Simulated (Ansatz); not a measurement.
HAlGa, quartet: stretch scan

Starting geometry (PBE0/def2-TZVP stationary point for this spin, not checked as a minimum):

```xyz
3

Al    0.0000    0.0000    0.2539
Ga    0.0000    0.0000   -2.0897
H     0.0000    0.0000    1.8358
```

From there H3 moves along the line of the two atoms named below, all else staying in place; atoms are numbered as listed. Energies are in kcal/mol, counted from the starting geometry at the same level. Kohn–Sham curves are unrestricted where that lies lower.

Basis 6-31G (Cartesian d functions); Ansatz 0.2.0. Correlated methods freeze the noble-gas cores and the filled d shells of p-block atoms. No spin–orbit coupling is included, and no scalar relativity.

Unrestricted Kohn–Sham rows aren't spin-pure: their determinants' ⟨S²⟩ exceeds S(S+1) by up to 0.12, so they mix in states of higher spin. A value is left out where its run failed or describes another state than the reference as far as symmetry and spin tell, or, spin-broken singlets apart, can't be checked.

In so small a basis the reference is far from its limit while semilocal and hybrid functionals are nearer theirs (RPA and double hybrids share much of the reference's basis error), so the functionals' errors here hold much of the reference's basis and frozen-core error, which can add to them or hide them.

Full CI is exact within this basis and frozen core; it isn't the basis-set limit.

```
distance Al1-H3 (Å)  full CI   PBE  r2SCAN  B97M-V  PBE0  B3LYP  BHLYP  wB97M-V  B2PLYP  RPA-PBE
              1.292     23.1  22.0    21.2    20.6  21.3   20.7   20.0     20.2    21.0     23.4
              1.390      9.7   9.1     8.4     8.1   8.5    8.2    7.6      7.8     8.3      9.9
              1.582      0.0   0.0     0.0     0.0   0.0    0.0    0.0      0.0     0.0      0.0
              1.764      1.9   2.4     3.2     3.3   3.2    3.1    3.9      3.7     3.2      1.7
              1.935      8.0   9.0    10.6    10.6  10.7   10.2   11.9     11.5    10.6      7.6
              2.227     20.8  22.7    25.7    25.3  25.9   24.1   27.0     27.0    25.3     20.3
              2.544     31.3  34.3    37.5    38.0  37.9   34.8   37.7     38.3    35.7     30.7
              2.900     36.2  40.4    44.6    44.8  43.6   40.3   42.8     42.4    39.9     34.3
              3.562     37.3  43.0    49.4    47.8  45.8   42.9   45.1     43.7    41.3     33.8
              4.347        –  43.6    50.5    48.3  46.3   43.5   45.5     43.9    41.6     33.6
              5.346        –     –       –       –     –      –      –        –       –        –
```
